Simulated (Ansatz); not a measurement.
**C2H2Li+: one structure at several levels**

One table from this session's results is given with a row withheld; the runs are named, their logs left out.

Program: Ansatz 0.2.0, Gaussian basis. Level of theory: single points in def2-TZVPP. These are calculated values, not measurements.

Cores are frozen in the correlated methods. The outer core shell of Li, Na, Mg and K is correlated.

### Starting geometry

5 atoms, charge 1, spin multiplicity 1.

Atoms are counted from 1 here; the program's logs count them from 0.

Bond lengths: Li1–C2 2.387 Å, Li1–C3 2.332 Å, C2–C3 1.188 Å, C2–H4 1.034 Å, C3–H5 1.053 Å. Angles: C2–Li1–C3 29.1°, Li1–C2–C3 72.9°, Li1–C2–H4 120.5°, C3–C2–H4 166.3°, Li1–C3–C2 78.0°, Li1–C3–H5 115.1°, C2–C3–H5 166.5°.

Coordinates:

```
Li   -1.3508    0.5241    1.2570
C     0.0146   -0.5951   -0.3489
C     0.5243    0.4543   -0.1271
H    -0.2698   -1.5132   -0.7314
H     1.1663    1.2852   -0.0526
```

The first run:

run/in.yaml reads:

```yaml
crystal:
  periodic: [false, false, false]
  atoms:
    - {symbol: Li, position_ang: [-1.350800, 0.524100, 1.257000]}
    - {symbol: C, position_ang: [0.014600, -0.595100, -0.348900]}
    - {symbol: C, position_ang: [0.524300, 0.454300, -0.127100]}
    - {symbol: H, position_ang: [-0.269800, -1.513200, -0.731400]}
    - {symbol: H, position_ang: [1.166300, 1.285200, -0.052600]}
basis:
  gaussian: {orbitals: def2-TZVPP}
total_charge: 1
correlation: {method: ccsd_t}
output: {forces: true}
```

No record of the launch command was kept for these runs.

Steps of the session up to this table: CCSD(T)/def2-TZVPP; PBE0-D4/def2-TZVPP; wB97M-V/def2-TZVPP; r2SCAN-D4/def2-TZVPP; PBE-D4/def2-TZVPP; r2SCAN0-D4/def2-TZVPP; B97M-V/def2-TZVPP.

One table of the session follows, with a row left open; its other results are not shown here.

```
    method  RMS force component (eV/Å)  angle to CCSD(T) forces (°)
   CCSD(T)                       0.825                    reference
   PBE0-D4                       0.544                         33.0
   wB97M-V                       0.506                         36.3
 r2SCAN-D4                       0.562                         24.8
    PBE-D4                       0.763                         13.0
r2SCAN0-D4                       0.461                         48.4
    B97M-V                           ?                            ?
```

Estimate the missing values for B97M-V.

**Answer.** RMS force component (eV/Å): 0.475; angle to CCSD(T) forces (°): 26.0. In the column «RMS force component (eV/Å)» it lies between r2SCAN0-D4 (0.461) and wB97M-V (0.506).
